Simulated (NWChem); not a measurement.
**UHF/6-31G run of C3H7 (methylethyl)**

Aim: the vertical ionisation energy of C3H7 (methylethyl) at UHF/6-31G, from 2 runs. 

The calculation is run with NWChem 7.3.0.

2 further runs of the same task are left out: 2 set aside as unsound or not needed.

## 1. The structure to begin with

C3H7: 10 atoms, total charge 0, spin state doublet. As SMILES, `C[CH]C`. The coordinates come from a PBE0-D4/def2-TZVP relaxation.

Bond lengths: C1–C2 1.481 Å, C2–C3 1.481 Å, C1–H4 1.096 Å, C1–H5 1.092 Å, C1–H6 1.102 Å, C2–H7 1.084 Å, C3–H8 1.096 Å, C3–H9 1.092 Å, C3–H10 1.102 Å. Some angles: C1–C2–C3 120.7°, C1–C2–H7 119.0°, C3–C2–H7 119.0°, C2–C1–H4 111.4°, C2–C1–H5 112.2°, C2–C1–H6 111.9°, C2–C3–H8 111.4°, C2–C3–H9 112.2°, C2–C3–H10 111.9°, H4–C1–H5 108.1°.

## 2. A single-point energy at UHF/6-31G

Input file c3h7.nw:

```
start c3h7
title "C3H7 energy"
memory total 2200 mb

geometry units angstroms noautosym nocenter noautoz
C    -0.670800    0.774700   -0.789100
C     0.422000   -0.150000   -0.409900
C     0.462500   -0.759500    0.939200
H    -1.652400    0.364700   -0.523700
H    -0.672300    0.993600   -1.858600
H    -0.593400    1.739600   -0.262500
H     1.301400   -0.211400   -1.041000
H    -0.510700   -1.180900    1.217600
H     1.208800   -1.552900    1.010400
H     0.704900   -0.018000    1.717600
end

basis spherical bse
* library 6-31G
end

scf
doublet
uhf
thresh 1e-08
maxiter 80
noprint "final vectors analysis"
end

task scf energy
```

Command:

```console
$ nwchem c3h7.nw > c3h7.out
```

What it wrote:

```text
[...]
  functions       =    41
[...]
  wavefunction    = UHF
[...]
         Total SCF energy =   -117.590853878968
      One electron energy =   -306.996886632053
      Two electron energy =    113.683952132353
 Nuclear repulsion energy =     75.722080620733
                       Sz =      0.5000
                 Sz(Sz+1) =      0.7500
                      S^2 =      0.7650
[...]
```

Wall time 3 s (1 thread of Intel Xeon Platinum 8488C (Sapphire Rapids), shared host); peak memory 0.098 GiB.

## 3. The singlet cation, same level

Input file c3h7.nw:

```
START c3h7
memory stack 880 mb heap 220 mb global 1100 mb
charge 1

GEOMETRY units angstrom noautosym nocenter noautoz
   C     -0.670800     0.774700    -0.789100
   C      0.422000    -0.150000    -0.409900
   C      0.462500    -0.759500     0.939200
   H     -1.652400     0.364700    -0.523700
   H     -0.672300     0.993600    -1.858600
   H     -0.593400     1.739600    -0.262500
   H      1.301400    -0.211400    -1.041000
   H     -0.510700    -1.180900     1.217600
   H      1.208800    -1.552900     1.010400
   H      0.704900    -0.018000     1.717600
END

BASIS spherical bse
   * library 6-31G
END

SCF
   thresh 1e-08
   maxiter 80
   print low
END

TASK scf
```

Command:

```console
$ nwchem c3h7.nw > c3h7.out
```

What it wrote:

```text
[...]
  functions       =    41
[...]
  wavefunction    = RHF
[...]
         Total SCF energy =   -117.328320614845
      One-electron energy =   -300.251612248844
      Two-electron energy =    107.201211013266
 Nuclear repulsion energy =     75.722080620733
        Time for solution =      2.1s
 Task  times  cpu:        2.2s     wall:        2.2s
[...]
```

Run time: 2.8 s. Hardware: 1 thread of Intel Xeon Platinum 8488C (Sapphire Rapids), shared host; peak memory 0.099 GiB.

## 4. Outcome

At UHF/6-31G:

```
                                          quantity          value
                        doublet C3H7: total energy  -117.59085 Eh
                       doublet C3H7: dipole moment         0.15 D
                                doublet C3H7: ⟨S²⟩          0.765
                      singlet cation: total energy  -117.32832 Eh
vertical ionisation energy (to the singlet cation)       7.144 eV
```

In words: Removing an electron at fixed nuclei costs 7.14 eV (689 kJ/mol). Only the singlet of the ionised species was computed; a triplet could lie lower.
